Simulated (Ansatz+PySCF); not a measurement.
doublet CH4P: levels of theory in one basis

| atom | x (Å) | y (Å) | z (Å) |
| --- | --- | --- | --- |
| C | -0.0394 | 0.0000 | -0.8284 |
| P | 0.5483 | 0.0000 | 0.8548 |
| H | -0.0514 | 0.9240 | -1.3937 |
| H | -0.0514 | -0.9240 | -1.3937 |
| H | -0.2031 | -1.0228 | 1.3805 |
| H | -0.2031 | 1.0228 | 1.3805 |

Basis set: cc-pVTZ on H, C; cc-pV(T+d)Z on P (spherical functions). Left uncorrelated: 6 orbitals. Correlation on ROHF uses semicanonical orbitals with singles. Charge 0, multiplicity 2.

Computed with Ansatz (development build ahead of 0.2.0) and PySCF 2.14.0; each method stands on the lowest determinant of its kind that the runs found.

```csv
method,E − E(ROHF) (eV),<S²> of the determinant
ROHF,0.00,0.75
UHF,-0.15,0.77
ROHF-MP2,-8.46,–
UHF-MP2,-8.45,0.77
```

**Question.** What does ROHF-CCSD(T) give on the same scale?

**Answer.** -9.86 eV.
